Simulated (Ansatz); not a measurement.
## Zirconium (dhcp) across density functionals

All rows: Ansatz, plane waves with scalar-relativistic PAW, 420 eV (500 eV for the SCAN forms), relaxed under each functional, no dispersion correction, no zero-point motion. B₀ comes from uniform scaling at fixed shape; a dash is a value not given.

```csv
functional,V (Å³/atom),cell,B₀ (GPa),magnetic state,ΔE to hcp (meV/atom)
PBE,23.42,"a = 3.220 Å, c = 10.434 Å (c/a = 3.240)",90,spin not included,47
r²SCAN,23.58,"a = 3.238 Å, c = 10.392 Å (c/a = 3.210)",91,spin not included,55
PBEsol,22.46,"a = 3.169 Å, c = 10.328 Å (c/a = 3.259)",95,spin not included,46
LDA,21.75,"a = 3.127 Å, c = 10.277 Å (c/a = 3.287)",101,spin not included,43
RPBE,24.02,"a = 3.250 Å, c = 10.501 Å (c/a = 3.231)",86,spin not included,47
BLYP,24.20,"a = 3.252 Å, c = 10.572 Å (c/a = 3.251)",86,spin not included,45
```

(1) What does revPBE give?

Answers

(1) V (Å³/atom): 23.85; cell: a = 3.242 Å, c = 10.482 Å (c/a = 3.233); B₀ (GPa): 87; magnetic state: spin not included; ΔE to hcp (meV/atom): 47.
